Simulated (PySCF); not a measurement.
Work out the structure from these simulated measurements.

Elements present: C, H and N. Monoisotopic mass: 46.0651 u (electron mass counted); charge +1.

| Item | Value |
| --- | --- |
| 1H NMR | chemical shifts (computed TMS as zero) by class: 4.42 (3 H), 3.58 (2 H), 1.90 (3 H) ppm [GIAO PBE0/pcSseg-1] |
| Triplet | lowest triplet excitation (Tamm–Dancoff): 9.09 eV [TDA CAM-B3LYP/def2-SVPD] |
| 13C NMR | chemical shifts (computed TMS as zero) by class: 44.7 (1 C), 13.8 (1 C) ppm [GIAO PBE0/pcSseg-1] |
| Rotational structure | rotational constants A, B, C: 29.705, 8.359, 7.400 GHz [PBE0-D3(BJ)/def2-SVP] |
| UV, strongest line | among the 10 lowest singlet transitions: S9 at 11.63 eV (107 nm, f = 0.069) [TDDFT CAM-B3LYP/def2-SVPD] |
| XPS | C1s 296.1, C1s 298.2, N1s 415.1 eV [ΔSCF SCAN, pcX-2 on the ionised atom, pcseg-1 elsewhere, spin-free X2C] |
| UV, first state | lowest singlet excitation: 9.26 eV (134 nm, f = 0.001) [TDDFT CAM-B3LYP/def2-SVPD] |

The electronic properties come from PySCF, for the isolated species, density fitting. Levels stand in brackets. Geometry: PBE0-D3(BJ)/def2-SVP; no solvent, vibrations or thermal averaging. Each NMR value is the plain mean over a class of atoms that symmetry, rotation or inversion makes alike.

Question: Which formula fits the mass and the elements?

Answer: C2H8N (calculated 46.0651). No other formula that holds each of these elements comes within 0.0003 u with a fitting electron parity and a possible valence count.

Question: Propose a structure and show how it fits.

Answer: Numbering: `[CH3:1][CH2:2][NH3+:3]`. 2 carbons fall into 2 classes; from least to most shielded: sp3 carbon bound to nitrogen [C2] (44.7 ppm), methyl carbon [C1] (13.8 ppm). Hydrogen classes from least to most shielded: 3 H on an ammonium nitrogen, N3 (4.42 ppm), 2 H on an sp3 carbon bound to nitrogen, C2 (3.58 ppm), 3 H on a methyl carbon, C1 (1.90 ppm, a mean of values up to 0.7 ppm apart in this geometry). The core levels belong to: C1s 296.1 eV, methyl carbon [C1]; C1s 298.2 eV, sp3 carbon bound to nitrogen [C2]; N1s 415.1 eV, ammonium nitrogen [N3]. S1 is mainly HOMO→LUMO (weight 0.95); the largest Löwdin shares of the orbital it empties are 0.33 on the methyl carbon, 0.20 on the sp3 carbon bound to nitrogen and 0.14 on each of 2 atoms of one kind (methyl hydrogen), of the orbital it fills 0.21 on the ammonium nitrogen, 0.17 on an N–H hydrogen and 0.16 on each of 2 atoms of one kind (N–H hydrogen). The optimised geometry has point group Cs and is an asymmetric top. Structure: `CC[NH3+]`. Computed isomers that give other values at the same levels: `C[NH2+]C` (13C chemical shifts (computed TMS as zero) by class: 39.2 (2 C) ppm). The assignments are read from this structure; whether some other isomer fits the data as well wasn't checked.
